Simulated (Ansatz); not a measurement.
Program: Ansatz. Geometries: PBE0-D4/def2-TZVP. ΔE: electronic, gas phase. CCSD(T)/CBS adds triple-zeta CCSD(T) − MP2 to the extrapolated MP2 energy (def2 sets, frozen cores). This one scheme is used for every species. Functionals use def2-TZVPP.

Consider the alkene loss: `CC(C)(C)C(C)(C)C` → `CC(C)C` + `C=C(C)C`.

`CC(C)(C)C(C)(C)C`:

```xyz
26

C     0.523    1.505    1.135
C     0.691    0.334    0.164
C     1.653   -0.668    0.806
C     1.359    0.874   -1.103
C    -0.691   -0.334   -0.164
C    -1.744    0.717   -0.521
C    -1.218   -1.132    1.031
C    -0.574   -1.295   -1.349
H    -0.008    2.341    0.678
H    -0.014    1.216    2.041
H     1.507    1.871    1.443
H     1.770   -1.572    0.203
H     1.325   -0.967    1.803
H     2.642   -0.215    0.909
H     1.671    0.070   -1.773
H     2.255    1.441   -0.834
H     0.704    1.546   -1.661
H    -1.411    1.379   -1.324
H    -2.657    0.223   -0.864
H    -2.011    1.335    0.339
H    -0.605   -2.012    1.235
H    -1.262   -0.531    1.942
H    -2.232   -1.482    0.822
H     0.213   -2.039   -1.201
H    -0.372   -0.768   -2.283
H    -1.515   -1.838   -1.477
```

`CC(C)C`:

Z-matrix (Å, degrees):
```
C
C 1 1.522
H 1 1.093 2 111.4
H 1 1.093 2 111.4 3 120.6
H 1 1.095 2 110.6 3 -119.7
C 2 1.522 1 111.0 3 -178.3
C 2 1.522 1 111.0 3 57.8
H 2 1.098 1 107.9 3 -60.2
H 6 1.093 2 111.4 1 178.4
H 6 1.095 2 110.6 1 -61.9
H 6 1.093 2 111.4 1 57.8
H 7 1.093 2 111.4 1 -178.3
H 7 1.095 2 110.6 1 62.0
H 7 1.093 2 111.4 1 -57.7
```

`C=C(C)C`:

Z-matrix (Å, degrees):
```
C
C 1 1.496
H 1 1.095 2 110.8
H 1 1.091 2 111.9 3 -121.0
H 1 1.095 2 110.8 3 117.9
C 2 1.496 1 115.7 3 -58.8
C 2 1.329 1 122.2 3 121.2
H 6 1.095 2 110.8 1 59.4
H 6 1.095 2 110.8 1 -58.6
H 6 1.091 2 111.8 1 -179.6
H 7 1.085 2 121.4 1 180.0
H 7 1.085 2 121.4 1 -0.0
```

CCSD(T)/CBS gives +20.5 kcal/mol.

**Question.** Another level gave +2.4 kcal/mol. Which?
A. LDA (SPW92)/def2-TZVPP
B. BLYP/def2-TZVPP
C. revPBE/def2-TZVPP
D. PBE-D4/def2-TZVPP

**Answer.** C. revPBE 2.4, PBE-D4 17.3, LDA (SPW92) 29.1, BLYP -1.1 kcal/mol.

Largest T1 diagnostic among the species: 0.010.

The D4 term adds +9.8 kcal/mol with B3LYP and +5.6 kcal/mol with PBE0; it sums over pairs of atoms, weighted by their polarisabilities, and B3LYP, whose exchange is more repulsive, gets the larger term. Leaving LDA and LC-ωPBE aside and taking each functional with its dispersion term where it has one, the values, not all of them listed here, spread over 9.8 kcal/mol, from BLYP-D4 to PBE-QIDH. LDA lies +18.2 kcal/mol from PBE without D4. In def2-TZVPP, CCSD(T) changes the Hartree–Fock value by +18.7 kcal/mol (the triples alone add +2.0 kcal/mol) and MP2 by +22.4 kcal/mol.

B3LYP here is the variant with VWN-RPA as its local correlation; programs differ in this.
